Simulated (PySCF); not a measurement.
Aluminium: a sound run and one with changed settings

Sound run: Al [Ne] 3s2 3p1, Al⁺ [Ne] 3s2. Calculation: PySCF 2.14, in cc-pV(D+d)Z; the non-relativistic Hamiltonian (point nucleus). In the sound run the correlated levels freeze [Ne]. The sound run starts from symmetry-adapted Hartree-Fock orbitals and uses a fine grid where one is needed.

Changed run: basis STO-3G. This setting is unsound on purpose.

```
species   method  sound run (hartree)  changed run (hartree)  converged
     Al      UHF           -241.87361             -238.85836        yes
     Al     BP86           -242.37915             -239.31940        yes
     Al     PBE0           -242.24627             -239.20716        yes
     Al      MP2           -241.90452             -238.87253        yes
     Al  CCSD(T)           -241.92191             -238.88392        yes
    Al⁺      UHF           -241.66833             -238.88005        yes
    Al⁺     BP86           -242.15286             -239.30267        yes
    Al⁺     PBE0           -242.02225             -239.19509        yes
    Al⁺      MP2           -241.69366             -238.90216        yes
    Al⁺  CCSD(T)           -241.70699             -238.91866        yes
```

Ionisation energy of Al:

```csv
method,sound run (eV),changed run (eV)
UHF,5.586,-0.590
BP86,6.158,0.455
PBE0,6.096,0.328
MP2,5.738,-0.806
SCS-MP2,5.718,-0.849
CCSD,5.829,-0.945
CCSD(T),5.848,-0.945
```

A minimal basis cannot let orbitals breathe on ionisation and holds almost no correlation. A negative ionisation energy or a positive MP2 energy shows that the occupation asked for is not the lowest one in this basis.

For comparison, NIST gives 5.986 eV between the lowest levels.
